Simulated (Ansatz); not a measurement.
# SiO (singlet): wave-function methods side by side, cc-pV(D+d)Z

Aim: climb from Hartree-Fock through coupled cluster and multireference methods for SiO (singlet) at one geometry and basis, and see what each rung misses.

Method: cc-pV(D+d)Z, core rule «outside noble gas», up to 6 orbitals frozen; program: Ansatz 0.2.0, Gaussian basis.

Plan: UHF; CCSD(T) on RHF; BCCD(T) on RHF; CISD; CCSDT(Q) on RHF; CISDTQ; CCSDTQ on RHF; CASSCF and MRCISD+Q, 10 electrons in 8 orbitals; CASSCF and NEVPT4(SD), 10 electrons in 8 orbitals; CASSCF and NEVPT2, 10 electrons in 8 orbitals.

10 further runs of the same task are left out: 10 set aside as unsound or not needed.

## (1) What is computed

The geometry is an MP2(full)/6-31G* stationary point (not a proven minimum).

2 atoms, charge 0, spin multiplicity 1.

Atoms are counted from 1 here; the program's logs count them from 0.

Bond lengths: Si1–O2 1.542 Å.

Geometry (Å):

```xyz
2
OSi
Si    0.0000    0.0000    0.0000
O     0.0000    0.0000    1.5423
```

## (2) UHF

in.yaml reads:

```yaml
crystal:
  periodic: [false, false, false]
  atoms:
    - {symbol: Si, position_ang: [0.000000, 0.000000, 0.000000]}
    - {symbol: O, position_ang: [0.000000, 0.000000, 1.542326]}
basis:
  gaussian: {orbitals: "cc-pV(D+d)Z.json"}
magnetization: {spin_polarized: true, initial_magnetization: 0}
hamiltonian: {xc: hf}
output: {orbitals: {seedname: orbitals}}
```

Run with:

```bash
$ ansatz run in.yaml --threads 1 --pin off --events-out ev --progress --plain --max-ram 3956MiB --backend cpu
```

Further steps of the session: CCSD(T) on RHF; BCCD(T) on RHF; CISD; CCSDT(Q) on RHF; CISDTQ; CCSDTQ on RHF; CASSCF and MRCISD+Q, 10 electrons in 8 orbitals; CASSCF and NEVPT4(SD), 10 electrons in 8 orbitals; CASSCF and NEVPT2, 10 electrons in 8 orbitals.

**Question.** What will the summary of the whole plan be? Wanted: RCCSDTQ below the RHF energy; RMP2 from RCCSDTQ; RCCSD from RCCSDTQ; RCCSD(T) from RCCSDTQ; RCCSDT(Q) from RCCSDTQ; NEVPT2 valence from RCCSDTQ; NEVPT4(SD) valence from RCCSDTQ; MRCISD+Q valence from RCCSDTQ; T1 diagnostic.

**Answer**, as computed:

| quantity | value |
| --- | --- |
| RCCSDTQ below the RHF energy | -8.0591 eV |
| RMP2 from RCCSDTQ | +12.46 kcal/mol |
| RCCSD from RCCSDTQ | +9.01 kcal/mol |
| RCCSD(T) from RCCSDTQ | +1.32 kcal/mol |
| RCCSDT(Q) from RCCSDTQ | -0.27 kcal/mol |
| NEVPT2 valence from RCCSDTQ | +26.67 kcal/mol |
| NEVPT4(SD) valence from RCCSDTQ | +5.68 kcal/mol |
| MRCISD+Q valence from RCCSDTQ | +1.92 kcal/mol |
| levels within 1 kcal/mol (43 meV) | RCCSDT, RCCSDT(Q) |
| T1 diagnostic | 0.032 |
| effectively unpaired electrons | 0.05 |

In words: RCCSD(T) misses by +1.32 kcal/mol, 0.7 % of the correlation energy. One determinant dominates. Of the multireference levels listed MRCISD+Q valence comes nearest in total energy (+1.92 kcal/mol), which doesn't show that its space is the better one. These misses are within one basis, not against nature.
